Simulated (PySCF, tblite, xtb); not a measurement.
Breaking a bond: BeH, doublet.

GFN1-xTB (xtb); GFN2-xTB, 300 K electronic temperature (tblite); UKS-B3LYP/3-21G = unrestricted B3LYP/3-21G in PySCF.

Total energies in hartree (comparable only within one method and basis):

| R / Å | GFN1-xTB | GFN2-xTB | UKS-B3LYP/3-21G |
|---|---|---|---|
| 1.08 | -1.21270 | -1.07995 | -15.14039 |
| 1.15 | -1.22423 | -1.09106 | -15.15566 |
| 1.21 | -1.22937 | -1.09621 | -15.16392 |
| 1.30 | -1.23166 | -1.09894 | -15.17009 |
| 1.34 | -1.23121 | -1.09881 | -15.17099 |
| 1.36 | -1.23072 | -1.09851 | -15.17109 |
| 1.38 | -1.23009 | -1.09808 | -15.17098 |
| 1.43 | -1.22794 | -1.09650 | -15.16993 |
| 1.50 | -1.22382 | -1.09332 | -15.16692 |
| 1.58 | -1.21793 | -1.08876 | -15.16189 |
| 1.65 | -1.21209 | -1.08439 | -15.15654 |
| 1.86 | -1.19341 | -1.06963 | -15.13816 |
| 2.07 | -1.17531 | -1.05342 | -15.12013 |
| 2.21 | -1.16411 | -1.04262 | -15.10993 |
| 2.45 | -1.14727 | -1.02475 | -15.09712 |
| 2.74 | -1.13182 | -1.00553 | -15.08848 |
| 2.98 | -1.12305 | -0.99296 | -15.08499 |
| 3.29 | -1.11592 | -0.98229 | -15.08295 |
| 3.72 | -1.11071 | -0.97519 | -15.08191 |
| 4.11 | -1.10829 | -0.97238 | -15.08153 |
| 4.75 | -1.10639 | -0.97066 | -15.08125 |
| 5.40 | — | -0.97014 | -15.08116 |

A dash means that the run gave no value there, or that the column was ended at a point which the program doubted or which failed a test of continuity chosen for this set; such a test can also cut sound points.
